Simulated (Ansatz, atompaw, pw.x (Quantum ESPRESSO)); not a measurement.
**What a changed setting does to a pw.x run (fcc Pt)**

Potential: PAW, atompaw 4.2.0.5, LDA (PW92); core [Kr] 4d10 4f14, reference 5s2 5p6 5d9 6s1 6p0; waves: 5s (bound): rc 2.10 bohr; 6s (bound): rc 1.45 bohr; 5p (bound): rc 1.40 bohr; 6p (bound, empty): rc 2.05 bohr; 5d (bound): rc 2.25 bohr; 5d channel at 3.35 Ry: rc 2.25 bohr; local part: bessel scheme, radius 2.05 bohr; core correction: smooth core density matched at 1.75 bohr; augmentation: gaussian compensation charge, radius 1.70 bohr; PAW radius 2.25 bohr; waves and projectors: custom rrkj vanderbiltortho.

The reference run (k-mesh 14³, cutoffs 100/900 Ry, Fermi–Dirac 0.01 Ry, mixing_beta 0.4, conv_thr 1e-9, no spin) gives 3.52 GPa at 14.763 Å³/atom, where all-electron LAPW gives 0.47 GPa. This run, with its own iteration cap, changes smearing to gauss.

```
&control
  calculation='scf', prefix='x', pseudo_dir='./', outdir='./tmp', tstress=.true., disk_io='none'
/
&system
  ibrav=0, nat=1, ntyp=1, ecutwfc=100, ecutrho=900, nbnd=17,
  occupations='smearing', smearing='gauss', degauss=0.01
/
&electrons
  conv_thr=1e-09, mixing_beta=0.4, electron_maxstep=50
/
ATOMIC_SPECIES
Pt 1.0 Pt.UPF
CELL_PARAMETERS angstrom
  0.00000000 1.94706989 1.94706989
  1.94706989 0.00000000 1.94706989
  1.94706989 1.94706989 0.00000000
ATOMIC_POSITIONS crystal
Pt 0.0000 0.0000 0.0000
K_POINTS automatic
14 14 14 0 0 0
```

```bash
pw.x < Pt.scf.in > Pt.scf.out
```

Question: How does the run end?

Answer: It converges in 12 iterations; the free energy moves by +39.2 meV/atom and the pressure by -0.62 GPa. Gaussian smearing of the same width is narrower in effect than Fermi–Dirac, so its quadratic term in F is smaller.

```
Message from routine setup:
     using ibrav=0 with symmetry is DISCOURAGED, use correct ibrav instead
     lattice parameter (alat)  =       5.2035  a.u.
     unit-cell volume          =      99.6257 (a.u.)^3
     number of electrons       =        18.00
     number of Kohn-Sham states=           17
     kinetic-energy cutoff     =     100.0000  Ry
     charge density cutoff     =     900.0000  Ry
     scf convergence threshold =      1.0E-09
     Exchange-correlation= SLA PW NOGX NOGC
     number of k points=   104  Gaussian smearing, width (Ry)=  0.0100
     iteration #  1     ecut=   100.00 Ry     beta= 0.40
     total energy              =    -896.35271786 Ry
     estimated scf accuracy    <       0.28470916 Ry
     iteration #  2     ecut=   100.00 Ry     beta= 0.40
     total energy              =    -896.37076092 Ry
     estimated scf accuracy    <       0.03426732 Ry
     iteration #  3     ecut=   100.00 Ry     beta= 0.40
     total energy              =    -896.37219248 Ry
     estimated scf accuracy    <       0.00975994 Ry
     [... 6 iterations left out ...]
     iteration # 10     ecut=   100.00 Ry     beta= 0.40
     total energy              =    -896.37294129 Ry
     estimated scf accuracy    <       0.00000002 Ry
     iteration # 11     ecut=   100.00 Ry     beta= 0.40
     total energy              =    -896.37294129 Ry
     estimated scf accuracy    <          2.7E-09 Ry
     iteration # 12     ecut=   100.00 Ry     beta= 0.40
     the Fermi energy is    22.9787 ev
!    total energy              =    -896.37294129 Ry
     estimated scf accuracy    <          8.1E-12 Ry
     smearing contrib. (-TS)   =      -0.00108997 Ry
     The total energy is F=E-TS. E is the sum of the following terms:
     one-electron contribution =     -42.80171446 Ry
     hartree contribution      =      45.23565097 Ry
     xc contribution           =     -24.39702401 Ry
     ewald contribution        =    -201.86493306 Ry
     one-center paw contrib.   =    -672.54383076 Ry
     convergence has been achieved in  12 iterations
          total   stress  (Ry/bohr**3)                   (kbar)     P=       28.97
     Message from routine punch:
     Nothing written, as per user request (disk_io='none')
```

The run took about 69 s on one core of a shared host (AMD EPYC 7R43 64-Core Processor, 256 threads, 1004 GiB, load 147).
